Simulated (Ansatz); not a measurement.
Other spins and charges of H2Ge–B, quartet at one geometry

Geometry (PBE0/def2-TZVP stationary point for this spin, not checked as a minimum):

```xyz
4

Ge    0.0000    0.0000    0.2232
B     0.0000    0.0000   -1.7074
H     0.0000    1.2593    1.1123
H     0.0000   -1.2593    1.1123
```

Basis cc-pVDZ; Ansatz 0.2.0. Correlated methods freeze the noble-gas cores and the filled d shells of p-block atoms. R marks a restricted (for open shells ROHF) determinant. Active spaces: valence = (9e, 10o) chosen from the atoms' valence shells. No spin–orbit coupling is included, and no scalar relativity.

Gaps are energies of the second state less the first, at fixed atoms, for a selection of the levels run; each method lands on the state that its own search finds for that charge and spin.

HF rows: RHF is the determinant under the cluster runs. Coupled cluster chose its determinant by a search with trial CCSD, here up to 0.25 eV above the lowest Hartree–Fock solution of its kind, and MP2 stands on that determinant too. For open shells CISD is restricted-active-space CI with the open shells as a complete middle space.

Task: PBE gives 7.577 eV for removing an electron, to the triplet. Estimate what RCCSDTQ gives in cc-pVDZ.

Result: RCCSDTQ in cc-pVDZ gives 7.471 eV, so against it PBE is off by 0.106 eV, of which a good part can be the reference's own basis and frozen-core error.

| level | gap (eV) | error (meV) |
| --- | --- | --- |
| RHF | 7.092 | -379 |
| RMP2 | 7.508 | 37 |
| CISD | 7.444 | -27 |
| RCCSD | 7.462 | -9 |
| RCCSD(T) | 7.475 | 4 |
| BCCD(T) | 7.473 | 2 |
| RCCSDT | 7.470 | -1 |
| RCCSDT(Q) | 7.471 | 0 |
| CASSCF (valence space) | 6.797 | -674 |
| NEVPT2 (valence space) | 7.312 | -159 |
| MRCISD (valence space) | 7.413 | -58 |
| MRCISD+Q (valence space) | 7.473 | 2 |
| r2SCAN | 7.707 | 236 |
| PBE0 | 7.640 | 169 |
| B3LYP | 7.522 | 51 |
| wB97M-V | 7.457 | -14 |
| B2PLYP | 7.433 | -38 |
| RPA-PBE | 7.545 | 74 |

Doublet less quartet: -0.311 eV at RCCSDTQ.

Large singles or doubles amplitudes warn of static correlation in the H2Ge–B doublet.

```csv
level,gap (eV),error (meV)
RHF,0.640,951
RMP2,-0.035,276
RCCSD(T),-0.289,22
BCCD(T),-0.287,24
RCCSDT,-0.303,8
RCCSDT(Q),-0.310,1
CASSCF (valence space),-0.342,-31
NEVPT2 (valence space),-0.299,12
MRCISD (valence space),-0.298,13
MRCISD+Q (valence space),-0.297,14
```

Wrong sign: RHF.

Removing an electron, to the quintet: 12.299 eV at RCCSDTQ.

| level | gap (eV) | error (meV) |
| --- | --- | --- |
| RMP2 | 12.297 | -2 |
| RCCSD | 12.312 | 13 |
| RCCSD(T) | 12.307 | 8 |
| BCCD(T) | 12.307 | 8 |
| RCCSDT | 12.301 | 2 |
| RCCSDT(Q) | 12.300 | 1 |
| PBE | 12.167 | -132 |
| r2SCAN | 12.234 | -65 |
| PBE0 | 12.312 | 13 |
| B3LYP | 12.346 | 47 |
| wB97M-V | 12.406 | 107 |
| B2PLYP | 12.294 | -5 |
| RPA-PBE | 12.320 | 21 |

Sextet less quartet: 6.441 eV at RCCSDTQ.

| level | gap (eV) | error (meV) |
| --- | --- | --- |
| RHF | 5.678 | -763 |
| RMP2 | 6.360 | -81 |
| RCCSD | 6.404 | -37 |
| RCCSD(T) | 6.437 | -4 |
| BCCD(T) | 6.437 | -4 |
| RCCSDT | 6.438 | -3 |
| MRCISD (valence space) | 6.424 | -17 |
| PBE | 6.426 | -15 |
| r2SCAN | 6.269 | -172 |
| B2PLYP | 6.749 | 308 |

In so small a basis the reference is far from its limit while semilocal and hybrid functionals are nearer theirs (RPA and double hybrids share part of the reference's basis error), so the functionals' errors here hold much of the reference's basis and frozen-core error, which can add to them or hide them.

Full CI isn't at hand for all of this; RCCSDTQ serves as the reference, and is uncertain by the last step of the cluster series or more.
